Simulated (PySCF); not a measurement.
A geometry optimisation on `C1CC=1F`.

Computed with PBE0-D3(BJ)/def2-SVP geometry optimisation, gas phase (PySCF 2.14.0). Start geometry: GFN2-xTB. The command runs a driver script over a list of jobs; the input below is this job's line of settings and its coordinates in Å.

Command:
```bash
OMP_NUM_THREADS=1 python probes_run.py task.json out
```

Input:
```
{"job": {"xc": "PBE0", "basis": "def2-SVP", "d3": "d3bj", "grid": 1, "shake": 0.01, "kind": "geom"}, "charge": 0, "multiplicity": 1}
F     -1.274160     1.651500    -0.246830
C     -0.608990     0.562070    -0.104070
C     -0.581360    -0.722850    -0.003620
C      0.802500     0.029780     0.057370
H     -1.031520    -1.678230     0.030330
H      1.435340    -0.005000    -0.793590
H      1.292140     0.133630     1.010480
```

Output:
```
step   0  E = -215.45529752  max force = 0.060474
step   1  E = -215.44144617  max force = 0.075824
step   2  E = -215.45533417  max force = 0.034022
step   3  E = -215.45749735  max force = 0.014726
step   4  E = -215.45907225  max force = 0.007619
step   5  E = -215.45932591  max force = 0.003713
step   6  E = -215.45938399  max force = 0.001059
step   7  E = -215.45939262  max force = 0.000400
optimisation converged
```

Energies in Eh; «max force» is the largest Cartesian gradient component in Eh/bohr.

**Question.** At which steps does the energy rise by more than 1e-5 Eh?

**Answer.** At step 1 (+13.85 mEh).

In short: final energy -215.45939 Eh after 7 steps; dipole 0.96 D.

**Question.** Where do the atoms end?

**Answer.** 0.021 Å rms from the input after alignment:
```
atom  x, y, z in Å
F1    -0.5121    2.0464   -0.1303
C2    -0.3169    0.7586   -0.0578
C3    -0.8128   -0.4310   -0.0331
C4     0.7218   -0.2717    0.0438
H5    -1.6207   -1.1544   -0.0413
H6     1.3366   -0.5331   -0.8335
H7     1.2345   -0.4536    1.0029
```

Time: 11 s of wall time; peak memory 0.31 GiB. Hardware: Arm Neoverse V1, one thread, shared host.
Labels such as C1 count atoms from 1, the log's own numbers from 0.
